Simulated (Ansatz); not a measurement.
Molecule: hydrazine, N2H4 (charge 0, singlet). 
Geometry from a B3LYP-D3(BJ)/def2-TZVP (Ansatz, a first-principles code) optimisation:
```
N
H 1 1.0116
H 1 1.0154 2 108.30
N 1 1.4300 2 107.93 3 122.00
H 4 1.0116 1 107.93 2 150.52
H 4 1.0154 5 108.30 1 -122.00
```

Basis-set convergence of Hartree-Fock and CCSD(T) correlation energies (hartree) with Ansatz. Cores are frozen in the correlated levels unless marked. Spin-orbit coupling is left out. Non-relativistic.

| basis | functions | E(HF) | E(corr, CCSD(T)) |
|---|---|---|---|
| def2-SVPD | 72 | -111.10542 | -0.40568 |
| def2-TZVPPD | 142 | -111.23078 | -0.47636 |
| def2-QZVPPD | 258 | -111.23577 | -0.50251 |

Extrapolating the two largest sets (X = 3 and 4) as X^-3: E(corr) = (64·(-0.50251) - 27·(-0.47636))/37 = -0.5216 Eh, an estimate of the basis-set limit. The largest set recovers 96.3 % of it, the smallest 77.8 %.
